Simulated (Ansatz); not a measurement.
Species: C2F4, charge 0, singlet. C2F4 (1,1,2,2-tetrafluoroethene, SMILES FC(F)=C(F)F).
B3LYP-D3(BJ)/def2-TZVP minimum from Ansatz (a program for electronic structure):
```
C
F 1 1.3190
F 1 1.3190 2 113.18
C 1 1.3209 2 123.41 3 180.00
F 4 1.3190 1 123.41 2 -180.00
F 4 1.3190 5 113.18 1 180.00
```
Charge 0, spin multiplicity 1.

Property: atomisation energy (electronic, to ground-state atoms), in kcal/mol. Open shells are spin-unrestricted; no spin-orbit coupling. CBS(X,Y): correlation extrapolated as X^-3, Hartree-Fock from the larger set. A bracket is a step between two methods taken in the basis named. The functionals are non-relativistic, so their misses hold any scalar relativity. 'core' is core correlation in cc-pwCVTZ, 'X2C' scalar relativity in cc-pVTZ-DK, both at CCSD(T).

CCSD(T)/CBS(cc-pVTZ,cc-pVQZ) + [CCSDT(Q) - CCSD(T)]/cc-pVDZ + core + X2C (Ansatz) gives 589.8 kcal/mol.

### Question
How far off this value is PBE/def2-TZVPD (Ansatz), in which direction, and which of these levels come nearer: r2SCAN/def2-TZVPD, PBE0/def2-TZVPD, wB97M-V/def2-TZVPD, CCSD(T)/CBS(cc-pVTZ,cc-pVQZ) + core + X2C?

### Answer
PBE gives 630.0 kcal/mol, 40.2 kcal/mol above it. Differences of the others: r2SCAN/def2-TZVPD (Ansatz) 6.8; PBE0/def2-TZVPD (Ansatz) 6.1; wB97M-V/def2-TZVPD (Ansatz) 2.3; CCSD(T)/CBS(cc-pVTZ,cc-pVQZ) + core + X2C (Ansatz) -1.2 kcal/mol. Nearer than PBE: r2SCAN/def2-TZVPD, PBE0/def2-TZVPD, wB97M-V/def2-TZVPD, CCSD(T)/CBS(cc-pVTZ,cc-pVQZ) + core + X2C.
